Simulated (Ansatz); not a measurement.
A made-up structure of H2S2, singlet:

```
4
angstrom
S 0.8312 -0.7514 0.1025
S 0.0027 1.1191 0.1166
H 0.1810 1.9131 1.2063
H -0.7134 1.0314 -1.0206
```

It is relaxed with PBE-D4/def2-SVP and then PBE0-D4/def2-TZVP (Ansatz 0.2.0). Atoms count as bonded within 1.22 times the sum of their covalent radii (H–H: 0.88 Å). The end point is not checked to be a true minimum.

(1) Does its bonding change? (Judge from chemistry; the calculation decides.)

Answers

(1) The calculation gives: No: no bond forms or breaks.

Where it ends: The first stage lowers the energy by 2.02 eV in 7 steps. It ends as H₂S₂ ([S][SH2]):
S1  (0.806, -0.750, 0.232)
S2  (0.413, 1.136, -0.132)
H3  (-0.089, 1.705, 1.005)
H4  (-0.827, 1.222, -0.701)
(Å)

Labels in which every atom is bracketed show which atoms are joined, not bond orders.

For scale, one of the runs: PBE0-D4/def2-TZVP relaxation, 86 basis functions, launched by `ansatz run in.yaml --threads 2 --pin off --events-out ev --progress --plain --max-ram 4352MiB`. Hardware: 2 CPU threads of an Arm Neoverse N1, shared host. Wall time about 7.5 s.
